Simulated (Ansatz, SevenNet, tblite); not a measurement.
Ladder of methods for the zone-centre TO phonon frequency of zinc-blende CuI

Reference value: 132 cm⁻¹ (measured, 9 K, zero-point motion not removed, Raman; as tabulated in arXiv:2305.18931).

```json
[
 {"level (code)": "GFN1-xTB (tblite)", "value (cm⁻¹)": "176", "cell (Å³/atom)": "29.75", "difference (%)": "+33"},
 {"level (code)": "SevenNet-0", "value (cm⁻¹)": "128", "cell (Å³/atom)": "27.73", "difference (%)": "-3.0"},
 {"level (code)": "LDA (Ansatz)", "value (cm⁻¹)": "156", "cell (Å³/atom)": "25.18", "difference (%)": "+18.2"},
 {"level (code)": "PBE (Ansatz)", "value (cm⁻¹)": "123", "cell (Å³/atom)": "28.08", "difference (%)": "-6.8"},
 {"level (code)": "r²SCAN (Ansatz)", "value (cm⁻¹)": "130", "cell (Å³/atom)": "27.31", "difference (%)": "-1.5"}
]
```

Once the reference is moved by up to 2.0 % (a margin picked here for doubts on the reference and the settings, and for temperature and zero-point motion) and values within 0.7 % count as equal, the nearest can be r²SCAN (-1.5 %) or SevenNet-0 (-3.0 %). Farthest off among them: GFN1-xTB (+33 %). Within 10 %: SevenNet-0, PBE, r²SCAN.

The measured value isn't corrected to a static lattice, so vibrations enter the comparison.  GFN1-xTB: the method was fitted mainly to molecules. GFN1-xTB: the run uses a supercell at the zone centre in place of a k mesh. Each level is taken at its own relaxed cell. Cutoffs differ between the levels. Ansatz's density-functional and Hartree–Fock values are scalar-relativistic unless marked +SOC, with PAW data made under PBE.

Machine-learned potentials (SevenNet-0) are trained on DFT data: a solid inside that data is no test of them.

Differences are worked out from the printed values.

Ansatz is a first-principles code.
